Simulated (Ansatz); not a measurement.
Method: frozen-core CCSD(T)/cc-pVTZ // B3LYP-D3(BJ)/def2-TZVP (Ansatz, a program for electronic structure). The geometry is that of the parent before the electron was removed.

Ansatz 0.2 input:
```yaml
crystal:
  periodic: [false, false, false]
  atoms:
    - { symbol: O, position_ang: [-1.291071, 0.000011, 0.000004] }
    - { symbol: C, position_ang: [-0.135536, 0.000001, 0.0] }
    - { symbol: S, position_ang: [1.426609, -0.000012, -0.000005] }
basis:
  gaussian: { orbitals: cc-pVTZ }
correlation:
  method: ccsd_t
total_charge: 1
magnetization:
  spin_polarized: true
  initial_magnetization: 1
```

Output:

```
Functional definition: HF
567 factors; integrals over basis functions are off by at most 1.2e-3 eV
mean field evaluation 1: about -13870.6286 eV, gradient 3.8e1 eV
mean field evaluation 2: about -13870.6353 eV, gradient 3.8e1 eV
mean field evaluation 4: about -13876.6582 eV, gradient 4.2e0 eV
mean field evaluation 8: about -13876.8978 eV, gradient 6.3e-1 eV
mean field evaluation 16: about -13876.9420 eV, gradient 2.1e-6 eV
mean field evaluation 32: about -13876.9420 eV, gradient 2.6e-3 eV
mean field evaluation 64: about -13876.9420 eV, gradient 2.2e-3 eV
mean field evaluation 96: about -13876.9420 eV, gradient 3.3e-3 eV
mean field evaluation 128: about -13869.2100 eV, gradient 3.9e-2 eV
mean field -13876.94196504 eV, -509.9682110862 hartree, gradient 2.1e-6 eV, S^2 0.898551; 3 other end points of the search recorded, 0 dependent functions left out
7 core orbitals not correlated
reference -13876.94196504 eV, -509.9682110862 hartree; 8, 7 occupied and 79, 80 virtual orbitals, 567 factors
second order -13.25849896 eV of doubles, -0.00000000 eV of singles
cycle   1  -13.19626185 eV  change    6.2e-2 eV  update   1.2e-1
cycle   2  -13.73388207 eV  change   -5.4e-1 eV  update   4.7e-2
cycle   3  -13.93884950 eV  change   -2.0e-1 eV  update   3.3e-2
cycle   4  -13.95098461 eV  change   -1.2e-2 eV  update   1.4e-2
cycle   5  -13.95495814 eV  change   -4.0e-3 eV  update   6.6e-3
cycle   6  -13.95907461 eV  change   -4.1e-3 eV  update   2.8e-3
cycle   7  -13.96032607 eV  change   -1.3e-3 eV  update   1.5e-3
cycle   8  -13.96129238 eV  change   -9.7e-4 eV  update   7.0e-4
cycle   9  -13.96135120 eV  change   -5.9e-5 eV  update   2.9e-4
cycle  10  -13.96119346 eV  change    1.6e-4 eV  update   1.1e-4
cycle  11  -13.96126203 eV  change   -6.9e-5 eV  update   4.3e-5
cycle  12  -13.96124050 eV  change    2.2e-5 eV  update   1.4e-5
cycle  13  -13.96124856 eV  change   -8.1e-6 eV  update   5.9e-6
perturbative correction -0.74301191 eV, -0.0273051842 hartree
Total energy: -13891.64622552 eV, -510.5085826918 hartree
```

Cost: roughly 17 core-seconds.
